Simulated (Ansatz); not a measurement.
## Structure relaxation of ZrB

The calculation used DFT r2SCAN, scalar-relativistic, plane waves, PAW in Ansatz 0.2.0. Cutoff 500 eV, Γ-centred k mesh, Gaussian smearing, no spin polarisation in the final step.

The start is a database structure of ZrB, space group Fm-3m (No. 225).

```yaml
crystal:
  lattice:
    - [0.00000, 2.32500, 2.32500]
    - [2.32500, 0.00000, 2.32500]
    - [2.32500, 2.32500, 0.00000]
  atoms:
    - { symbol: Zr, position: [0.00000, 0.00000, 0.00000] }
    - { symbol: B, position: [0.50000, 0.50000, 0.50000] }
```

Steps on the 6×6×6 mesh (2 atoms). 4 of 5 steps are shown, and the free energy counts from the last. Trial steps that were taken back and renewals of the plane-wave basis can be among the rows.

```tsv
step	ΔF (meV/atom)	V (Å³/atom)	P (GPa)
1	226.8	12.57	36.77
2	5.1	14.50	3.82
3	1.5	14.76	0.77
5	0.0	14.83	0.07
```

A final relaxation ran on a 20×20×20 mesh. The relaxed crystal, Fm-3m (No. 225):

```cif
data_structure
_symmetry_space_group_name_H-M 'Fm-3m'
_symmetry_Int_Tables_number 225
_cell_length_a 4.9119
_cell_length_b 4.9119
_cell_length_c 4.9119
_cell_angle_alpha 90.000
_cell_angle_beta 90.000
_cell_angle_gamma 90.000
_cell_volume 118.51
loop_
_atom_site_label
_atom_site_type_symbol
_atom_site_symmetry_multiplicity
_atom_site_Wyckoff_symbol
_atom_site_fract_x
_atom_site_fract_y
_atom_site_fract_z
_atom_site_occupancy
Zr1 Zr 4 a 0.00000 0.00000 0.00000 1
B1 B 4 b 0.50000 0.00000 0.00000 1
```

```json
{
  "Volume per atom": "14.81 Å³",
  "Density": "5.72 g/cm³",
  "Energy over the elements": "-0.44 eV/atom",
  "Gap on the 20×20×20 mesh": "0 eV (a metal)"
}
```

Formation energies are uncorrected and refer to the elements' standard structures at the same level.

The final run used a 20×20×20 mesh on its 2-atom cell and 0.10 eV smearing. For metals, differences of a few meV/atom aren't resolved.

Symmetry constrained the relaxation, so the result can be a saddle point.